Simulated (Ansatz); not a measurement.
# HCl with HCl: structure and interaction energy

Aim: relax the pair, then compute its interaction energy with counterpoise at many levels, up to CCSD(T).

The runs use Ansatz 0.2.0, Gaussian basis; PBE0-D4 structure, single points in def2-TZVPPD.

Levels: PBE-D4, revPBE-D4, BLYP-D4, r2SCAN-D4, B97M-V, PBE0-D4, B3LYP-D4, HSE06-D4, wB97X-V, wB97M-V, B2PLYP, Hartree-Fock, MP2, CCSD, CCSD(T). The reference is CCSD(T) extrapolated to the basis limit.

Cores are frozen in the correlated methods. B3LYP uses VWN-RPA correlation. B2PLYP carries no dispersion term here.

176 further runs of the same task are left out: 176 set aside as unsound or not needed.

## 1. The starting structure

The pair, from a GFN2-xTB docking trial: 4 atoms, charge 0, spin multiplicity 1.

Atoms are counted from 1 here; the program's logs count them from 0.

Bond lengths: Cl1–H2 1.286 Å, Cl3–H4 1.276 Å.

Coordinates:

```mol
Cl2H2
  3D, bonds by distance, orders not assigned

  4  2  0  0  0  0  0  0  0  0999 V2000
    0.2323   -0.1615   -2.0053 Cl  0  0
   -0.3396    0.0187   -0.8676 H   0  0
   -0.5604    0.2442    1.4212 Cl  0  0
    0.6677   -0.1014    1.4517 H   0  0
  1  2  8  0
  3  4  8  0
M  END
```

Atoms 1 to 2 are fragment A (HCl), the rest fragment B (HCl).

## 2. A first relaxation in a small basis

The input, pre/in.yaml:

```yaml
crystal:
  periodic: [false, false, false]
  atoms:
    - {symbol: Cl, position_ang: [0.232300, -0.161500, -2.005300]}
    - {symbol: H, position_ang: [-0.339600, 0.018700, -0.867600]}
    - {symbol: Cl, position_ang: [-0.560400, 0.244200, 1.421200]}
    - {symbol: H, position_ang: [0.667700, -0.101400, 1.451700]}
basis:
  gaussian: {orbitals: def2-SVP}
hamiltonian: {xc: pbe, dispersion: d4}
relax: {f_tol: 0.03, max_steps: 250}
```

On the command line:

```bash
ansatz run in.yaml --threads 2 --pin off --events-out ev --progress --plain --max-ram 5222MiB
```

Further steps of the session: Relaxation at PBE0-D4; PBE-D4/def2-TZVPPD; r2SCAN-D4/def2-TZVPPD; PBE0-D4/def2-TZVPPD; B3LYP-D4/def2-TZVPPD; wB97X-V/def2-TZVPPD; wB97M-V/def2-TZVPPD; B2PLYP/def2-TZVPPD; BLYP-D4/def2-TZVPPD; revPBE-D4/def2-TZVPPD; B97M-V/def2-TZVPPD; HSE06-D4/def2-TZVPPD; CCSD(T)/def2-TZVPPD; MP2/def2-QZVPPD; Hartree-Fock/STO-3G; PBE-D4/STO-3G; B3LYP-D4/6-31G; SPW92/def2-SVP; PBE-D4/def2-SVP; PBE0-D4/def2-SVP; wB97M-V/def2-SVP; CCSD(T)/def2-SVP; Vibrations of the pair.

Before running it: what results should come out? Wanted: interaction energy, CCSD(T)/CBS; of it Hartree-Fock; D4 term of PBE0-D4; shortest contact; lowest wavenumber.

**Answer**, as computed:

| quantity | value |
| --- | --- |
| interaction energy, CCSD(T)/CBS | -7.84 kJ/mol |
| of it Hartree-Fock (basis limit) | -0.37 kJ/mol |
| D4 term of PBE0-D4 | -2.23 kJ/mol |
| shortest contact | H2–Cl3 2.48 Å |
| lowest wavenumber | 77 cm⁻¹ |

The pair is bound by 7.84 kJ/mol at fixed fragment shapes. Hartree-Fock gives 5 % of it, so correlation, mostly dispersion, leads. Among the functionals wB97X-V lands nearest to CCSD(T)/CBS (+0.01 kJ/mol) and PBE-D4 farthest (-2.75 kJ/mol). Mean unsigned error by rung: GGA 1.44, meta-GGA 1.10, hybrid 1.24, screened hybrid 1.68, range-separated hybrid 0.09, double hybrid 1.87 kJ/mol. PBE-D4 gives an interaction energy 2.75 kJ/mol too low, an error of 35 % of the reference. CCSD(T) moves by -1.76 kJ/mol from triple zeta to the limit; gaps between functionals far smaller than that don't rank them. A lower arrangement may exist.
